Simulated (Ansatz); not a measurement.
Input for Ansatz (development build ahead of 0.2.0):

```yaml
crystal:
  periodic: [false, false, false]
  atoms:
    - { symbol: O, position_ang: [0.0, 0.0, -0.45401] }
    - { symbol: O, position_ang: [0.0, 1.1456, 0.227] }
    - { symbol: O, position_ang: [0.0, -1.1456, 0.227] }
basis:
  gaussian: { orbitals: cc-pVTZ }
hamiltonian:
  xc: hf
correlation:
  method: mp2
  frozen_orbitals: { O: 1 }
```

The input is written out in the form of the current development build from the run's settings.

The run gave:

```json
{"Converged": "yes", "Reference energy": "-224.31137 hartree", "Correlation energy": "-0.80268 hartree", "Total energy": "-225.11404 hartree", "Spin squared of the determinant": "0.000"}
```

Caution: in another basis set an unrestricted determinant lies well below.
